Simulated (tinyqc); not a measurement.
ROHF in the sto-3g basis, for H2O, spin multiplicity 3, step by step (part 2 of 2). Computed by tinyqc, a small Python program that keeps every step (integrals from PySCF). Command: `OMP_NUM_THREADS=1 python tinyqc.py 22648 22649 out.jsonl` (the two numbers bound the seeds that draw the settings). One thread of a shared host (Intel(R) Xeon(R) Processor @ 2.60GHz), about 0.06 s of CPU time with the checks.

Geometry (angstrom):
```
atom         x          y         z
O     0.000000   0.000000  0.000000
H     0.000000   0.989000  0.828000
H     0.000000  -0.989000  0.828000
```

## Iteration 2: diagonalisation and new density

extrapolated F (hartree), lower triangle:
```
             1O 1s      1O 2s     1O 2px     1O 2py     1O 2pz      2H 1s      3H 1s
1O 1s   -20.348988
1O 2s    -5.179788  -2.442672
1O 2px    0.000000   0.000000  -0.133742
1O 2py    0.000000   0.000000   0.000000  -0.318359
1O 2pz   -0.002430   0.001489   0.000000   0.000000  -0.329444
2H 1s    -0.552876  -0.570687   0.000000  -0.279468  -0.216480  -0.278102
3H 1s    -0.552876  -0.570687   0.000000   0.279468  -0.216480  -0.211451  -0.278102
```

X:
```
                1          2          3         4          5          6         7
1O 1s   -0.417397   0.000000   0.687136  0.000000   0.606197   0.000000  0.223911
1O 2s    0.921820   0.000000  -0.284393  0.000000   0.319322   0.000000  0.472116
1O 2px   0.000000   0.000000   0.000000  1.000000   0.000000   0.000000  0.000000
1O 2py   0.000000   0.786606   0.000000  0.000000   0.000000   0.698904  0.000000
1O 2pz   0.425639   0.000000   0.687238  0.000000  -0.599881   0.000000  0.230231
2H 1s   -0.563123  -0.686571  -0.227705  0.000000  -0.190012   0.400368  0.390448
3H 1s   -0.563123   0.686571  -0.227705  0.000000  -0.190012  -0.400368  0.390448
```

Diagonalise F' = X^T F X, C = X C', fill 6 alpha and 4 beta electrons from the bottom; D(s) = C_occ C_occ^T. Each column has its largest component positive (the first on a tie).

F' = X^T F X (hartree), lower triangle:
```
           1          2          3          4          5          6          7
1  -1.130295
2   0.000000   0.343899
3   2.948720   0.000000  -7.656554
4   0.000000   0.000000   0.000000  -0.133742
5   2.786861   0.000000  -8.088151   0.000000  -9.590312
6   0.000000  -0.046202   0.000000   0.000000   0.000000  -0.489677
7   1.170396   0.000000  -4.203161   0.000000  -4.999508   0.000000  -3.518432
```

orbital energies (hartree): MO1 -20.356601, MO2 -1.210045, MO3 -0.492230, MO4 -0.453202, MO5 -0.133742, MO6 0.124256, MO7 0.346452

coefficients C:
```
              MO1        MO2        MO3        MO4       MO5        MO6        MO7
1O 1s    0.994787  -0.251246   0.000000   0.056462  0.000000  -0.089848   0.000000
1O 2s    0.021806   0.961820   0.000000  -0.294696  0.000000   0.493023   0.000000
1O 2px   0.000000   0.000000   0.000000   0.000000  1.000000   0.000000   0.000000
1O 2py   0.000000   0.000000   0.741239   0.000000  0.000000   0.000000   0.746847
1O 2pz   0.001098  -0.000593   0.000000   0.767287  0.000000   0.691083   0.000000
2H 1s   -0.002974   0.097546   0.361878   0.341170  0.000000  -0.656956  -0.707615
3H 1s   -0.002974   0.097546  -0.361878   0.341170  0.000000  -0.656956   0.707615
```

D(alpha) after iteration 2, lower triangle:
```
            1O 1s      1O 2s    1O 2px     1O 2py     1O 2pz     2H 1s     3H 1s
1O 1s    1.063987
1O 2s   -0.280898   1.255491
1O 2px   0.000000   0.000000  1.000000
1O 2py   0.000000   0.000000  0.000000   0.549436
1O 2pz  -0.017530   0.114058  0.000000   0.000000   1.066327
2H 1s    0.050823  -0.330679  0.000000   0.268238  -0.192297  0.688468
3H 1s    0.050823  -0.330679  0.000000  -0.268238  -0.192297  0.426557  0.688468
```

D(beta) after iteration 2, lower triangle:
```
            1O 1s      1O 2s    1O 2px     1O 2py    1O 2pz      2H 1s     3H 1s
1O 1s    1.055915
1O 2s   -0.236601   1.012419
1O 2px   0.000000   0.000000  0.000000
1O 2py   0.000000   0.000000  0.000000   0.549436
1O 2pz   0.044563  -0.226662  0.000000   0.000000  0.588732
2H 1s   -0.008204  -0.006784  0.000000   0.268238  0.261714   0.256876
3H 1s   -0.008204  -0.006784  0.000000  -0.268238  0.261714  -0.005035  0.256876
```

## Iteration 8 (converged): orbitals

converged F (hartree), lower triangle:
```
             1O 1s      1O 2s     1O 2px     1O 2py     1O 2pz      2H 1s      3H 1s
1O 1s   -20.383557
1O 2s    -5.186906  -2.439339
1O 2px    0.000000   0.000000  -0.144239
1O 2py    0.000000   0.000000   0.000000  -0.306907
1O 2pz   -0.004433   0.002208   0.000000   0.000000  -0.401406
2H 1s    -0.555193  -0.591037   0.000000  -0.299802  -0.231376  -0.291738
3H 1s    -0.555193  -0.591037   0.000000   0.299802  -0.231376  -0.203966  -0.291738
```

As before.

F' = X^T F X (hartree), lower triangle:
```
           1          2          3          4          5          6          7
1  -1.089311
2   0.000000   0.374999
3   2.947932   0.000000  -7.701119
4   0.000000   0.000000   0.000000  -0.144239
5   2.817309   0.000000  -8.071956   0.000000  -9.631376
6   0.000000  -0.021588   0.000000   0.000000   0.000000  -0.513614
7   1.167385   0.000000  -4.220058   0.000000  -4.989596   0.000000  -3.547839
```

orbital energies (hartree): MO1 -20.391091, MO2 -1.213969, MO3 -0.514138, MO4 -0.507197, MO5 -0.144239, MO6 0.142613, MO7 0.375523

coefficients C:
```
              MO1        MO2        MO3        MO4       MO5        MO6        MO7
1O 1s    0.994825  -0.248360   0.000000   0.054926  0.000000   0.098035   0.000000
1O 2s    0.021634   0.946836   0.000000  -0.279404  0.000000  -0.529583   0.000000
1O 2px   0.000000   0.000000   0.000000   0.000000  1.000000   0.000000   0.000000
1O 2py   0.000000   0.000000   0.717791   0.000000  0.000000   0.000000   0.769410
1O 2pz   0.001159   0.002358   0.000000   0.811128  0.000000  -0.639056   0.000000
2H 1s   -0.002863   0.115999   0.383585   0.295160  0.000000   0.675965  -0.696087
3H 1s   -0.002863   0.115999  -0.383585   0.295160  0.000000   0.675965   0.696087
```

D(alpha) after iteration 8, lower triangle:
```
            1O 1s      1O 2s    1O 2px     1O 2py     1O 2pz     2H 1s     3H 1s
1O 1s    1.063987
1O 2s   -0.280898   1.255491
1O 2px   0.000000   0.000000  1.000000
1O 2py   0.000000   0.000000  0.000000   0.515224
1O 2pz  -0.017530   0.114058  0.000000   0.000000   1.066327
2H 1s    0.050823  -0.330679  0.000000   0.275334  -0.192297  0.704650
3H 1s    0.050823  -0.330679  0.000000  -0.275334  -0.192297  0.410374  0.704650
```

D(beta) after iteration 8, lower triangle:
```
            1O 1s      1O 2s    1O 2px     1O 2py    1O 2pz      2H 1s     3H 1s
1O 1s    1.054376
1O 2s   -0.228980   0.975033
1O 2px   0.000000   0.000000  0.000000
1O 2py   0.000000   0.000000  0.000000   0.515224
1O 2pz   0.045120  -0.224375  0.000000   0.000000  0.657935
2H 1s   -0.015446   0.027301  0.000000   0.275334  0.239682   0.247721
3H 1s   -0.015446   0.027301  0.000000  -0.275334  0.239682  -0.046555  0.247721
```

## Convergence

Stop when the energy changes by less than 1e-09 hartree and every element of the error matrix X^T (F D S - S D F) X is below 9e-06.

Course of the cycle:
```
iteration   E (hartree)     change  largest element of the error matrix
1          -73.97955541          -                             5.18e-01
2          -74.67846764  -6.99e-01                             1.14e-01
3          -74.70383645  -2.54e-02                             3.16e-02
4          -74.70625695  -2.42e-03                             8.54e-03
5          -74.70651170  -2.55e-04                             4.30e-03
6          -74.70654291  -3.12e-05                             2.30e-04
7          -74.70654298  -7.44e-08                             4.89e-06
8          -74.70654298  -3.50e-11                             1.93e-07
```

PySCF ROHF in the same basis = -74.70654298 hartree

Converged in 8 iterations.

## Populations, bond orders and dipole

overlap S, lower triangle:
```
           1O 1s     1O 2s    1O 2px     1O 2py    1O 2pz     2H 1s     3H 1s
1O 1s   1.000000
1O 2s   0.236704  1.000000
1O 2px  0.000000  0.000000  1.000000
1O 2py  0.000000  0.000000  0.000000   1.000000
1O 2pz  0.000000  0.000000  0.000000   0.000000  1.000000
2H 1s   0.024619  0.285778  0.000000   0.205994  0.172460  1.000000
3H 1s   0.024619  0.285778  0.000000  -0.205994  0.172460  0.123586  1.000000
```

Mulliken: Z minus the diagonal of D S on the atom; Loewdin: the same with S^(1/2) D S^(1/2); Mayer order: 2 sum_s sum (D(s) S)_ij (D(s) S)_ji over the two atoms.

Charges (e):
```
atom   Mulliken    Loewdin  Mulliken spin
1O     0.066225   0.099303       1.323542
2H    -0.033112  -0.049651       0.338229
3H    -0.033112  -0.049651       0.338229
```

Mayer bond orders:
```
pair     order
2-1   0.685756
3-1   0.685756
3-2   0.198748
```

dipole moment about the origin, x y z (debye): 0.000000  0.000000  0.028950
